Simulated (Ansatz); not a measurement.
**C2H7S+: basis-set convergence**

An exercise on one series of results from a longer session: the logs are not shown, and one member is left open.

Method: one geometry, several basis sets; program: Ansatz 0.2.0, Gaussian basis.

Levels to be run: PBE0-D4/def2-SVP; ωB97M-V/def2-SVP; PBE0-D4/def2-QZVPP; ωB97M-V/def2-QZVPP; CCSD(T)/cc-pV(D+d)Z; CCSD(T)/cc-pV(T+d)Z; CCSD(T)/cc-pV(Q+d)Z; the functionals' def2-TZVPP values are taken from earlier runs.

**Structure used throughout**

The geometry comes from an earlier relaxation with PBE0-D4 in a triple-zeta def2 set; it is a stationary point, not always the lowest conformer.

SMILES `C[SH+]C`, 10 atoms, charge 1, spin multiplicity 1.

Atoms are counted from 1 here; the program's logs count them from 0.

Bond lengths: C1–S2 1.793 Å, C1–H4 1.091 Å, C1–H5 1.088 Å, C1–H6 1.090 Å, S2–C3 1.793 Å, S2–H7 1.350 Å, C3–H8 1.090 Å, C3–H9 1.091 Å, C3–H10 1.088 Å. Angles: S2–C1–H4 107.0°, S2–C1–H5 110.9°, S2–C1–H6 106.6°, H4–C1–H5 111.5°, H4–C1–H6 109.4°, H5–C1–H6 111.3°, C1–S2–C3 104.3°, C1–S2–H7 99.1°, C3–S2–H7 99.1°, S2–C3–H8 106.6°, S2–C3–H9 106.9°, S2–C3–H10 110.9°, H8–C3–H9 109.4°, H8–C3–H10 111.3°, H9–C3–H10 111.5°.

The first run:

in.yaml reads:

```yaml
crystal:
  periodic: [false, false, false]
  atoms:
    - {symbol: C, position_ang: [-1.166034, 0.673816, -0.471616]}
    - {symbol: S, position_ang: [-0.224555, -0.850736, -0.409729]}
    - {symbol: C, position_ang: [1.070239, -0.522061, 0.786102]}
    - {symbol: H, position_ang: [-1.869232, 0.579977, -1.299817]}
    - {symbol: H, position_ang: [-0.508991, 1.531481, -0.602238]}
    - {symbol: H, position_ang: [-1.717779, 0.736599, 0.466770]}
    - {symbol: H, position_ang: [0.490906, -0.707251, -1.545309]}
    - {symbol: H, position_ang: [0.590711, -0.499435, 1.765101]}
    - {symbol: H, position_ang: [1.764263, -1.362059, 0.741994]}
    - {symbol: H, position_ang: [1.570482, 0.419678, 0.568743]}
basis:
  gaussian: {orbitals: def2-SVP}
total_charge: 1
hamiltonian: {xc: pbe0, dispersion: d4}
output: {orbitals: {seedname: orbitals}}
```

Command:

```console
$ ansatz run in.yaml --threads 2 --pin off --events-out ev --progress --plain --max-ram 32768MiB --backend cuda --devices 0, --max-vram 18GiB
```

Among the steps run: PBE0-D4 in def2-SVP; ωB97M-V in def2-SVP; PBE0-D4 in def2-QZVPP; ωB97M-V in def2-QZVPP.

One table of the session follows, with a row left open; its other results are not shown here.

It belongs to the step «Functionals by basis». 

| functional | basis | HOMO (eV) | LUMO (eV) |
| --- | --- | --- | --- |
| PBE0-D4 | def2-SVP | -15.21 | -5.34 |
| PBE0-D4 | def2-TZVPP | -15.10 | -5.62 |
| PBE0-D4 | def2-QZVPP | ? | ? |
| ωB97M-V | def2-SVP | -17.45 | -3.36 |
| ωB97M-V | def2-TZVPP | -17.35 | -3.68 |
| ωB97M-V | def2-QZVPP | -17.35 | -3.83 |

Q: Estimate the row for PBE0-D4, def2-QZVPP from the others.

The run gave: HOMO (eV): -15.10; LUMO (eV): -5.67.
